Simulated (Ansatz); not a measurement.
Ligand exchange: BH(CH3)(NH2) + C4H8O2 → BH(CH3)(OH) + C4H9NO

Species: BH(CH3)(NH2), singlet; C4H8O2 (butyric acid) `CCCC(=O)O`, singlet; BH(CH3)(OH), singlet; C4H9NO (butyramide) `CCCC(N)=O`, singlet. The partners trade NH2 for OH: B–NH2 and C–OH bonds give way to B–OH and C–NH2.

Shapes, held fixed at every level: PBE0-D4/def2-TZVP. Flexible molecules stand in one conformer, not always the lowest. Programs: Ansatz 0.2.0. Electronic energies: no zero-point or thermal term.

```json
{"level": "PBE-D4/def2-TZVPP", "kind": "GGA", "ΔE (kJ/mol)": "-4.8", "less CCSD(T)/CBS estimate": "+0.4"}
{"level": "B3LYP-D4/def2-TZVPP", "kind": "global hybrid", "ΔE (kJ/mol)": "-7.0", "less CCSD(T)/CBS estimate": "-1.8"}
{"level": "B2PLYP/def2-TZVPP", "kind": "double hybrid", "ΔE (kJ/mol)": "-7.1", "less CCSD(T)/CBS estimate": "-1.9"}
{"level": "MP2/def2-TZVPP", "kind": "perturbation theory", "ΔE (kJ/mol)": "-5.2", "less CCSD(T)/CBS estimate": "0.0"}
{"level": "CCSD(T)/def2-TZVPP", "kind": "coupled cluster or CI", "ΔE (kJ/mol)": "-3.4", "less CCSD(T)/CBS estimate": "+1.8"}
{"level": "CCSD/def2-TZVPP", "kind": "coupled cluster or CI", "ΔE (kJ/mol)": "-4.4", "less CCSD(T)/CBS estimate": "+0.8"}
{"level": "CCSD(T)/CBS estimate", "kind": "coupled cluster or CI", "ΔE (kJ/mol)": "-5.2", "less CCSD(T)/CBS estimate": "0.0"}
```

The highest level, CCSD(T)/CBS estimate, gives ΔE = -5.2 kJ/mol; the levels span -7.1 to -3.4. The column of differences is taken from that level and isn't an error. No measured value is set beside it here. The CBS estimate extrapolates MP2 from def2-TZVPP and def2-QZVPP and adds CCSD(T) − MP2 in the triple-zeta set, cores frozen.
